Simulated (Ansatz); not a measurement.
Mulliken charges of `[O+]#[Si-]` from r2SCAN/def2-TZVPP in Ansatz (PBE0-D4/def2-TZVP geometry).

```tsv
atom	x (Å)	y (Å)	z (Å)	charge (e)
O1	0.644	-0.211	0.331	-0.448
Si2	-0.644	0.211	-0.331	0.448
```

**Question.** By hand: the dipole of these point charges (1 e Å = 4.8032 D).

**Answer.** Σ q r = (-0.577, 0.189, -0.297) e Å, of length 0.676 e Å = 3.25 D.

**Question.** How does the dipole of the full density compare? (Estimate.)

**Answer.** Ansatz gave: (-0.510, 0.167, -0.262) e Å, 2.87 D; the point charges give 1.13 times that, at 0° from its direction.

Point charges leave out the atoms' own dipoles, such as those of lone pairs, and Mulliken's split depends on the basis, so the close match here is no proof of good charges.
